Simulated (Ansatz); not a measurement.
# N2H (doublet): the correlation ladder at a displaced geometry (v2), cc-pVDZ

An exercise on one series of results from a longer session: the logs are not shown, and one member is left open.

Program: Ansatz 0.2.0, Gaussian basis. Level of theory: cc-pVDZ, core rule «outside noble gas», up to 2 orbitals frozen. These are calculated values, not measurements.

Plan: UHF; CCSD(T) on ROHF; CCSD(T) on UHF; BCCD(T) on ROHF; CISD; CCSDT(Q) on ROHF; CCSDT(Q) on UHF; CASSCF and MRCISD+Q, 11 electrons in 9 orbitals; CASSCF and NEVPT2, 11 electrons in 9 orbitals.

13 further runs of the same task are left out: 1 for a mislabelled method, 4 that didn't finish, 8 set aside as unsound or not needed.

## The geometry

The geometry is a PBE0/def2-TZVP stationary point (not a proven minimum) with its atoms shifted at random (size 0.100 Å).

3 atoms, charge 0, spin multiplicity 2.

Atoms are counted from 1 here; the program's logs count them from 0.

Bond lengths: N1–N2 1.167 Å, N1–H3 1.043 Å. Angles: N2–N1–H3 116.8°.

Set-up of the first run:

in.yaml reads:

```yaml
crystal:
  periodic: [false, false, false]
  atoms:
    - {symbol: N, position_ang: [0.082639, -0.132427, 0.524921]}
    - {symbol: N, position_ang: [-0.082235, 0.083584, -0.609503]}
    - {symbol: H, position_ang: [-0.005615, 0.678730, 1.175379]}
basis:
  gaussian: {orbitals: cc-pVDZ}
magnetization: {spin_polarized: true, initial_magnetization: 1}
hamiltonian: {xc: hf}
output: {orbitals: {seedname: orbitals}}
```

Started as:

```
ansatz run in.yaml --threads 1 --pin off --events-out ev --progress --plain --max-ram 2393MiB
```

Among the steps run: UHF; CCSD(T) on ROHF; CCSD(T) on UHF; BCCD(T) on ROHF; CISD; CCSDT(Q) on ROHF; CCSDT(Q) on UHF; CASSCF and MRCISD+Q, 11 electrons in 9 orbitals; CASSCF and NEVPT2, 11 electrons in 9 orbitals.

One table of the session follows, with a row left open; its other results are not shown here.

It belongs to the step «Misses and costs». 

```
          method  from UCCSDT(Q) (kcal/mol)
            ROHF                    +209.24
             UHF                    +204.09
            RMP2                          ?
            UMP2                     +23.87
            CISD                     +22.79
           RCCSD                      +8.15
           UCCSD                      +8.00
        RCCSD(T)                      +1.08
        UCCSD(T)                      +1.27
         BCCD(T)                      +1.11
          RCCSDT                      +0.78
          UCCSDT                      +0.76
       RCCSDT(Q)                      +0.03
       UCCSDT(Q)                          0
  CASSCF valence                    +128.40
  NEVPT2 valence                     +22.44
  MRCISD valence                      +7.24
MRCISD+Q valence                      +0.46
```

**Question.** Estimate the row for RMP2.

**Answer.** from UCCSDT(Q) (kcal/mol): +18.11. In the column «from UCCSDT(Q) (kcal/mol)» it lies between RCCSD (+8.15) and NEVPT2 valence (+22.44).

Limits of these values: Restricted and unrestricted rows rest on different reference determinants; where their highest levels disagree by more than a few hundredths of an eV, they describe different states and don't form one ladder.
